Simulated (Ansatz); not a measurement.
Ansatz (a first-principles code) input (SVWN5/6-31G*):

Ansatz 0.2 input:
```yaml
crystal:
  periodic: [false, false, false]
  atoms:
    - {symbol: C, position_ang: [-0.00000000, -0.00000000, -0.71905699]}
    - {symbol: N, position_ang: [0.00000000, 0.00000000, 0.41165659]}
    - {symbol: H, position_ang: [0.00000000, 0.00000000, 1.43274585]}
basis:
  gaussian:
    orbitals: 6-31G*
hamiltonian:
  xc: {name: SVWN5}
total_charge: 1
magnetization: {spin_polarized: true, initial_magnetization: 1}
output: {forces: true}
```

Predict the final energy.

-92.14483 Eh.
